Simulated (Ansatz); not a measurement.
# CH4FSi (SMILES [CH2][SiH2]F): the energy, rung by rung

CH4FSi has 7 atoms, charge 0, and is taken as a doublet. SMILES: `[CH2][SiH2]F`. The shape was relaxed beforehand at B3LYP/def2-SVP. This is one conformer, not always the lowest.

```xyz
7

C    -0.8777    0.2853   -0.6195
Si    0.5946   -0.1558    0.3964
F     0.6590   -1.7773    0.5579
H    -1.5466   -0.4694   -1.0488
H    -1.1475    1.3243   -0.8435
H     0.5159    0.4377    1.7626
H     1.8637    0.2873   -0.2507
```

Quantity: the dissociation energy of the Si2–C1 bond into doublet SiH2F and singlet CH2 (shapes relaxed at B3LYP/def2-SVP, no zero-point term), in eV. The values are calculated.

```csv
level,kind,program,value (eV),less CCSD(T)/def2-TZVP,CPU time (all runs)
UHF/def2-TZVP,Hartree–Fock,Ansatz,4.61,-0.33,2 s
USVWN5/def2-TZVP,LDA,Ansatz,5.68,+0.74,2.6 s
UBLYP/def2-TZVP,GGA,Ansatz,4.82,-0.12,5 s
U-r2SCAN/def2-TZVP,meta-GGA,Ansatz,5.36,+0.42,11 s
UB3LYP/def2-TZVP,global hybrid,Ansatz,4.96,+0.02,5.5 s
UPBE0-D4/def2-TZVP,global hybrid,Ansatz,5.28,+0.34,5.8 s
UCAM-B3LYP/def2-TZVP,range-separated hybrid,Ansatz,5.09,+0.15,6.4 s
UB2PLYP/def2-TZVP,double hybrid,Ansatz,5.04,+0.10,8.8 s
UCCSD(T)/def2-TZVP,coupled cluster or CI,Ansatz,4.94,0.00,59 s
```

Differences are taken from UCCSD(T)/def2-TZVP for orientation; it has basis-set and higher-order errors of its own. The values span 4.61 to 5.68 eV. Hartree–Fock misses the correlation of the electron pair that is broken and comes out low. A fragment with an even electron count was run as a singlet and may have a lower triplet. Measured bond enthalpies also hold zero-point and thermal terms, a few tenths of an eV less. Times are those of the runs behind each value, whatever else they computed, on shared processors of several kinds: orders of magnitude only.
